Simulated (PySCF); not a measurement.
Molecule: C₃H₇, charge 0, multiplicity 2. It need not be the lowest isomer of its formula. SMILES: C([CH2])C
Structure (B3LYP-D3(BJ)/def2-TZVP (Ansatz) minimum search):
```
C
H 1 1.0941
H 1 1.0944 2 106.77
C 1 1.4855 2 110.00 3 119.30
H 4 1.0819 1 120.96 2 34.73
H 4 1.0820 5 117.55 1 -170.74
C 1 1.5433 2 108.45 3 -116.56
H 7 1.0913 1 110.87 2 -62.30
H 7 1.0913 8 107.85 1 121.54
H 7 1.0924 8 108.25 9 116.89
```
Charge 0, spin multiplicity 2.

Dispersion corrections to the total energy (kcal/mol) from the dftd3 and dftd4 libraries through PySCF: D3(BJ) without and D4 with the three-body term, each with the damping fitted for the functional named.

| functional | D3(BJ) | D4 |
|---|---|---|
| PW6B95 | -1.43 | -2.55 |
| BP86 | -4.89 | -3.72 |
| BLYP | [?] | -6.76 |
| B2PLYP | -2.47 | -2.04 |
| BHLYP | [?] | -3.09 |
| r2SCAN | -0.91 | -0.73 |
| HF | -28.81 | [?] |

Question: What belongs in the gaps?

Answer: 
- BLYP, D3(BJ): -7.00
- BHLYP, D3(BJ): -4.22
- HF, D4: -12.02
